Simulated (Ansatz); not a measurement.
Basis-set extrapolation for C₃H₅NO, SMILES `C1=NCCO1` (PBE0-D4/def2-TZVP geometry, frozen core, the Gaussian-basis code of Ansatz). Multiplicity 1, RHF reference.

|  | def2-TZVPP | def2-QZVPP |
| --- | --- | --- |
| HF | -245.901793 | -245.912988 |
| MP2 correlation | -0.919198 | -0.982872 |
| CCSD(T) correlation | -0.985978 | not run |

Energies in hartree. Use E(X) = E(∞) + A·exp(−7.88·√X) for Hartree–Fock and E(X) = E(∞) + B·X^(−2.97) for correlation, with X = 3 and 4, and add CCSD(T) minus MP2 of the smaller set to the MP2 limit.

Task: What is the CCSD(T) energy at the basis-set limit?

Result: HF limit: -245.912988 + (-0.011195) × 0.13774 = -245.91453. MP2 limit: -0.982872 + (-0.063674) × 0.74074 = -1.03004. Higher-order term: -0.985978 − (-0.919198) = -0.06678. Total: -247.01135 hartree, 77.5 kcal/mol below CCSD(T)/def2-TZVPP.
